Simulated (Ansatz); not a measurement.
Start from `CC(C)C(C)Cl` and change one atom or group to get `CC(C)CCl`.

Ansatz, PBE0-D4/def2-TZVP geometries, multiplicity 1. Each molecule was computed in one conformer, which needn't be the lowest.

```tsv
property	`CC(C)C(C)Cl`
size of the dipole moment (B3LYP/def2-TZVPP) / D	2.09
size of the dipole moment (PBE/def2-TZVPP) / D	2.03
size of the dipole moment (ωB97M-V/def2-TZVPP) / D	2.08
LUMO energy (ωB97M-V/def2-TZVPP) / eV	2.49
LUMO energy (B3LYP/def2-TZVPP) / eV	0.54
HOMO–LUMO gap (ωB97M-V/def2-TZVPP) / eV	12.99
```

Problem. What does the change do to each property? (Best estimate.)

Solution. The calculation gave: 
```csv
property,`CC(C)CCl`,shift
size of the dipole moment (B3LYP/def2-TZVPP) / D,2.03,-0.06
size of the dipole moment (PBE/def2-TZVPP) / D,1.97,-0.06
size of the dipole moment (ωB97M-V/def2-TZVPP) / D,2.02,-0.06
LUMO energy (ωB97M-V/def2-TZVPP) / eV,2.38,-0.11
LUMO energy (B3LYP/def2-TZVPP) / eV,0.46,-0.08
HOMO–LUMO gap (ωB97M-V/def2-TZVPP) / eV,12.96,-0.03
```

Dipoles are sizes alone; their direction can turn.

B3LYP here is the variant with VWN-RPA as its local correlation; programs differ in this.
